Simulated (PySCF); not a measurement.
# C4H4F2: the cost of one run

The runs use PySCF 2.14.0, with density-fitted response routines of our own; the level of theory stands in each step. All values are computed, except where a source is named. Atoms are numbered from 0 throughout.

**1. The molecule as given**

10 atoms, charge 0, multiplicity 1; geometry from: GFN2-xTB. The atoms were then displaced at random by about 0.01 Å, so the start is not that level's minimum.

Bonds of the start (Å): C0–C1 1.30, C1–F2 1.35, C1–C3 1.46, C3–C4 1.29, C4–F5 1.34, C0–H6 1.09, C0–H7 1.05, C3–H8 1.11, C4–H9 1.07.

**2. Optimising the geometry at PBE0-D3(BJ)/def2-SVP**

Job settings and geometry (Å):

```
{"job": {"xc": "PBE0", "basis": "def2-SVP", "d3": "d3bj", "grid": 1, "shake": 0.01, "kind": "geom"}, "charge": 0, "multiplicity": 1}
C     -1.709550     0.039720    -0.729380
C     -0.435000     0.235440    -0.535510
F      0.259350     0.973510    -1.431190
C      0.382070    -0.282260     0.563580
C      1.649090    -0.067530     0.685160
F      2.343570    -0.552200     1.720140
H     -2.212630     0.495420    -1.584940
H     -2.304270    -0.506330    -0.053070
H     -0.184310    -0.871930     1.314510
H      2.262120     0.515240     0.029640
```

Launch:

```sh
$ OMP_NUM_THREADS=1 python probes_run.py task.json out
```

The driver reads the jobs from task.json and runs them one after another.

**Question.** How long does this first job take on 1 thread of Arm Neoverse V1, shared host, and how much memory does it need?

About 29 s, with a peak of 0.42 GiB.
